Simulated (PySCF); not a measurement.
# How well do the runs reproduce experiment for nitrogen trifluoride?

**What was measured.**

NIST CCCBDB Release 22 (SRD 101), experimental dipoles lists, for the gas: dipole moment (microwave Stark effect) 0.235 D.

From NIST CCCBDB Release 22 (SRD 101), experimental polarizabilities, for the gas: mean polarisability 2.81 Å³.

How close the calculation comes is told at the end.

Species: nitrogen trifluoride, NF3.
Atom-mapped SMILES: `[F:1][N:2]([F:3])[F:4]`

Geometry (PBE0-D3(BJ)/def2-TZVP, Å), atoms numbered from 1 in this order:
```xyz
4
NF3 angstrom
F     -0.5215    1.0945   -0.1556
N      0.0058   -0.0088    0.4403
F     -0.6755   -1.0161   -0.1698
F      1.2292   -0.0950   -0.1480
```

The PySCF runs (gas phase, on this PBE0-D3(BJ)/def2-TZVP geometry; no spin–orbit coupling):

| level | job | basis functions | wall time |
| --- | --- | --- | --- |
| PBE0-D3(BJ)/def2-TZVP, grid level 2 | geometry optimisation from a GFN2-xTB start shaken at random | 124 | 18 s |
| B97-2/pcSseg-2 | shieldings | 144 | 4.1 s |
| KT3/pcSseg-2 | shieldings | 144 | 6.4 s |
| PBE0/pcSseg-2 | shieldings, charges and field gradients | 144 | 5.0 s |
| wB97X-D/pcSseg-2 | shieldings | 144 | 5.5 s |
| CAM-B3LYP/aug-cc-pVTZ | 10 singlets by full TDDFT, 4 Tamm–Dancoff triplets, polarisability | 184 | 12 s |
| PBE0/aug-cc-pVTZ | 10 singlets by full TDDFT, 4 Tamm–Dancoff triplets, polarisability, dynamic polarisability | 184 | 12 s |
| wB97X-D/aug-cc-pVTZ | 10 singlets by full TDDFT, 4 Tamm–Dancoff triplets, polarisability, ΔSCF ions | 184 | 18 s |

Hardware: one thread, Arm Neoverse V1 (aarch64) (shared host).

Results beside the measurements:

**Dipole moment.** Measured: 0.235 D (NIST CCCBDB Release 22 (SRD 101), experimental dipoles).

```tsv
level	computed (D)	computed − measured (D)
PBE0-D3(BJ)/def2-TZVP	0.131	-0.104
B97-2/pcSseg-2	0.184	-0.051
KT3/pcSseg-2	0.161	-0.074
PBE0/pcSseg-2	0.174	-0.061
wB97X-D/pcSseg-2	0.185	-0.050
CAM-B3LYP/aug-cc-pVTZ	0.197	-0.038
PBE0/aug-cc-pVTZ	0.178	-0.057
wB97X-D/aug-cc-pVTZ	0.180	-0.055
```

Closest is CAM-B3LYP/aug-cc-pVTZ (-0.038 D), furthest PBE0-D3(BJ)/def2-TZVP (-0.104 D); one molecule doesn't rank methods. All 8 levels lie below the measurement. The computed dipoles belong to one fixed geometry; measured ones are averaged over vibrations unless marked μe. Magnitudes are compared, not signs.

**Mean polarisability.** Measured: 2.81 Å³ (NIST CCCBDB Release 22 (SRD 101), experimental polarizabilities).

```csv
level,computed (Å³),computed − measured (Å³),% (from the printed values)
CAM-B3LYP/aug-cc-pVTZ,2.72,-0.09,-3
PBE0/aug-cc-pVTZ,2.71,-0.10,-4
wB97X-D/aug-cc-pVTZ,2.73,-0.08,-3
```

Closest is wB97X-D/aug-cc-pVTZ (-0.08 Å³), furthest PBE0/aug-cc-pVTZ (-0.10 Å³); one molecule doesn't rank methods. All 3 levels lie below the measurement. The computed values are static and purely electronic, with core orbitals frozen in the response (1 au = 0.148185 Å³). The table of measured values doesn't say here whether a value is static or optical, or holds a vibrational part.

No measured geometry was used, and the causes of the misses weren't examined.
